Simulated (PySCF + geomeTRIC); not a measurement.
Species: C2H4O2, SMILES `CC(=O)O` with one electron removed (charge 1, multiplicity 2).

Problem. Give a relaxed geometry from B3LYP-D3(BJ)/def2-TZVP in PySCF + geomeTRIC.

Solution. One answer among several that fit: the end point of this relaxation, one of several conformers (outside a Z-matrix the atoms follow the SMILES, hydrogens last).
Z-matrix (Å, degrees):
```
C
O 1 1.2486
O 1 1.2842 2 123.21
H 3 0.9799 1 115.14 2 0.01
C 1 1.4903 2 116.38 3 180.00
H 5 1.0894 1 112.24 2 0.13
H 5 1.0959 6 110.34 1 -118.56
H 5 1.0959 6 110.33 7 -122.89
```
